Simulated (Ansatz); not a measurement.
Compare A (`CC#COC`) with its isomer B (`C=C(C)C=O`).

Calculated with Ansatz (gas phase, PBE0-D4/def2-TZVP geometries, no zero-point term in ΔE). CCSD(T)/CBS is the MP2 limit (def2-TZVPP, def2-QZVPP) plus CCSD(T) − MP2 in def2-TZVPP, frozen cores. DFT in def2-TZVPP. B3LYP here is the variant with VWN-RPA as its local correlation; programs differ in this. Each species was taken in one conformer, which may not be the lowest.

**Question.** Which isomer does CCSD(T)/CBS put lower? Give the gap. (Estimate.)

**Answer.** Computed: B, by 183.1 kJ/mol.

**Question.** Give E(B) − E(A) in kJ/mol with B3LYP-D4, CCSD/def2-TZVPP, MP2/def2-TZVPP, r2SCAN-D4, HF/def2-TZVPP, ωB97M-V, PBE0-D4. (Best estimate.)

**Answer.** Ansatz gave: B3LYP-D4 -182.4, CCSD/def2-TZVPP -181.4, MP2/def2-TZVPP -178.8, r2SCAN-D4 -188.2, HF/def2-TZVPP -177.1, ωB97M-V -180.6, PBE0-D4 -182.0. None reverses the order clearly.

Largest T1 diagnostic: 0.014.

The D4 term adds −5.6 kJ/mol with B3LYP and −2.8 kJ/mol with PBE0; it sums over pairs of atoms, weighted by their polarisabilities, and B3LYP, whose exchange is more repulsive, gets the larger term.
